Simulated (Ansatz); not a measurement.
C₅H₁₂O (`CC(C)CCO`): measurement beside calculation (Ansatz, PBE0-D4/def2-TZVP geometry).

```xyz
18

C    -1.935    0.594   -0.056
C    -0.508    0.247    0.343
C     0.278    1.505    0.682
C     0.162   -0.570   -0.758
C     1.544   -1.099   -0.421
O     1.566   -1.906    0.740
H    -2.447    1.142    0.739
H    -1.946    1.224   -0.952
H    -2.519   -0.304   -0.274
H    -0.544   -0.379    1.242
H     1.276    1.275    1.060
H     0.389    2.144   -0.201
H    -0.236    2.089    1.449
H     0.239    0.038   -1.669
H    -0.485   -1.419   -1.017
H     1.947   -1.646   -1.284
H     2.233   -0.276   -0.217
H     0.988   -2.659    0.592
```

Measured: 10.4 ± 0.46 eV (ionisation energy: first ionization threshold from zero-current grid voltage; rms error over all gases 0.46 eV, photoelectron impact ionization spectrometry). Source: Physical Trace Gas Identification with the Photo Electron Ionization Spectrometer (PEIS), 2024 (pmc:10891694).

| level | vertical IE (eV) | minus measured (eV) |
| --- | --- | --- |
| PBE-D4/def2-TZVPP | 9.48 | -0.92 |
| r2SCAN-D4/def2-TZVPP | 9.63 | -0.77 |
| PBE0-D4/def2-TZVPP | 9.97 | -0.43 |
| B3LYP-D4/def2-TZVPP | 10.00 | -0.40 |
| ωB97X-V/def2-TZVPP | 10.25 | -0.15 |
| ωB97M-V/def2-TZVPP | 10.24 | -0.16 |
| B2PLYP/def2-TZVPP | 10.21 | -0.19 |
| HF/def2-TZVPP | 9.29 | -1.11 |
| MP2/def2-TZVPP | 10.91 | 0.51 |
| CCSD/def2-TZVPP | 10.40 | 0.00 |
| CCSD(T)/def2-TZVPP | 10.40 | 0.00 |
| HF/def2-QZVPP | 9.29 | -1.11 |
| MP2/def2-QZVPP | 11.01 | 0.61 |
| HF/CBS(def2) | 9.29 | -1.11 |
| MP2/CBS(def2) | 11.08 | 0.68 |
| CCSD/CBS(def2) | 10.58 | 0.18 |
| CCSD(T)/CBS(def2) | 10.57 | 0.17 |
| −ε(HOMO), LDA (SPW92) | 6.28 | -4.12 |
| −ε(HOMO), PBE | 6.13 | -4.27 |
| −ε(HOMO), revPBE | 6.06 | -4.34 |
| −ε(HOMO), BLYP | 6.06 | -4.34 |
| −ε(HOMO), r2SCAN | 6.46 | -3.94 |
| −ε(HOMO), B97M-V | 6.64 | -3.76 |
| −ε(HOMO), PBE0 | 7.76 | -2.64 |
| −ε(HOMO), B3LYP | 7.53 | -2.87 |
| −ε(HOMO), r2SCANh | 7.07 | -3.33 |
| −ε(HOMO), r2SCAN0 | 7.99 | -2.41 |
| −ε(HOMO), HSE06 | 7.35 | -3.05 |
| −ε(HOMO), BHLYP | 9.33 | -1.07 |
| −ε(HOMO), CAM-B3LYP | 9.25 | -1.15 |
| −ε(HOMO), LC-ωPBE | 10.57 | 0.17 |
| −ε(HOMO), ωB97X-V | 10.25 | -0.15 |
| −ε(HOMO), ωB97M-V | 10.18 | -0.22 |

Computed values are vertical and leave out zero-point energy and spin–orbit coupling, so an adiabatic measurement lies lower by the cation's relaxation.

B3LYP here is the variant with VWN-RPA as its local correlation; programs differ in this.
